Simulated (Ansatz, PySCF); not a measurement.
For diamond-structure Ge, Hartree–Fock in Ansatz (plane waves, PAW) gives:

```
Property                Value
-------------------  --------
lattice parameter a   5.735 Å
bulk modulus         83.4 GPa
```

What does MP2 in PySCF (GTH pseudopotentials, Gaussian basis) give for the same quantities?


- lattice constant a: 5.652 Å (drops by 1.4 %)
- bulk modulus: 72.6 GPa (decreases by 13 %)

For comparison: lattice constant a 5.644 Å (measured, static lattice: zero-point anharmonic expansion removed; as tabulated in Mejia-Rodriguez and Trickey (2018), arXiv:1807.09216); bulk modulus 77.3 GPa (measured, low-temperature value with the zero-point effect removed, our sources range from 77.3 to 79.4; as tabulated in Tanner et al. (2021), arXiv:2110.11888).

Changes are worked out from the printed values.

Unless a cell is named, each level is at its own relaxed cell (Hartree–Fock 23.57, MP2 22.57 Å³/atom).

Ansatz's density-functional and Hartree–Fock values are scalar-relativistic unless marked +SOC, with PAW data made under PBE.

Ansatz is an electronic-structure program.
